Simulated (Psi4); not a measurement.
Psi4 input (wB97X-D/6-311+G**):

```
memory 1500 MB

molecule {
1 1
C    -0.00957936    0.00763515   -1.26573338
C     0.00126974   -0.00101203    0.16777228
N     0.00988189   -0.00787628    1.30570700
H     0.00633831    1.04329069   -1.61633999
H     0.87344293   -0.52304743   -1.63235089
H    -0.91661809   -0.49088277   -1.61860927
H     0.01752135   -0.01396524    2.31511772
symmetry c1
no_reorient
no_com
}

set {
  basis 6-311+G**
  reference rks
  scf_type pk
  dft_radial_points 99
  dft_spherical_points 590
  e_convergence 1e-8
  d_convergence 1e-7
  maxiter 150
}

e = energy('wb97x-d')
print_out(f'\nFINAL {e:.10f} DIPOLE {variable("CURRENT DIPOLE")[0]:.6f} {variable("CURRENT DIPOLE")[1]:.6f} {variable("CURRENT DIPOLE")[2]:.6f}\n')
```

From the last part of the output:

```

      12A     -0.179280    13A     -0.179279    14A     -0.113126
      15A     -0.073558    16A     -0.047986    17A     -0.047986
      18A     -0.043172    19A     -0.006039    20A     -0.006039
      21A      0.003106    22A      0.023395    23A      0.042872
      24A      0.042872    25A      0.080546    26A      0.095170
      27A      0.095170    28A      0.103448    29A      0.136699
      30A      0.234694    31A      0.313730    32A      0.313731
      33A      0.318497    34A      0.401313    35A      0.401314
      36A      0.433789    37A      0.448668    38A      0.448669
      39A      0.497125    40A      0.605537    41A      0.634705
      42A      0.684392    43A      0.684392    44A      0.742140
      45A      0.835449    46A      0.835451    47A      0.874546
      48A      0.902262    49A      1.044035    50A      1.044035
      51A      1.230456    52A      1.230456    53A      1.293144
      54A      1.317127    55A      1.377783    56A      1.377787
      57A      1.451825    58A      1.451826    59A      1.641559
      60A      1.742164    61A      1.742165    62A      1.833061
      63A      1.847079    64A      1.847080    65A      2.034122
      66A      2.084844    67A      2.084844    68A      2.273737
      69A      2.325993    70A      2.325994    71A      2.426090
      72A      2.426091    73A      2.483013    74A      2.615929
      75A      2.615929    76A      2.657711    77A      2.784469
      78A      2.824661    79A      2.824661    80A      2.985534
      81A      3.646855    82A      3.656654    83A      3.656655
      84A      3.820751    85A      3.820751    86A      3.833638
      87A      4.688910    88A     23.788799    89A     24.277387
      90A     35.772249

    Final Occupation by Irrep:
              A
    DOCC [    11 ]
    NA   [    11 ]
    NB   [    11 ]

  @RKS Final Energy:  -133.05283958360656

   => Energetics <=

    Nuclear Repulsion Energy =             65.6701464295467332
    One-Electron Energy =                -302.0706690247676534
    Two-Electron Energy =                 116.3639773782386442
    DFT Exchange-Correlation Energy =     -13.0152439254598900
    Empirical Dispersion Energy =          -0.0010504411643754
    VV10 Nonlocal Energy =                  0.0000000000000000
    Total Energy =                       -133.0528395836065556

Computation Completed

Properties will be evaluated at   0.000000,   0.000000,   0.000000 [a0]

Properties computed using the SCF density matrix

 Multipole Moments:

 ------------------------------------------------------------------------------------
     Multipole            Electronic (a.u.)      Nuclear  (a.u.)        Total (a.u.)
 ------------------------------------------------------------------------------------

 L = 1.  Multiply by 2.5417464519 to convert [e a0] to [Debye]
 Dipole X            :          0.0031226            0.0000000            0.0031226
 Dipole Y            :         -0.0024907            0.0000000           -0.0024907
 Dipole Z            :          0.4115961           -0.0000001            0.4115961
 Magnitude           :                                                    0.4116155

 ------------------------------------------------------------------------------------

FINAL -133.0528395836 DIPOLE 0.003123 -0.002491 0.411596

*** Psi4 exiting successfully. Buy a developer a beer!
```

The dipole moment of an ion depends on the origin.
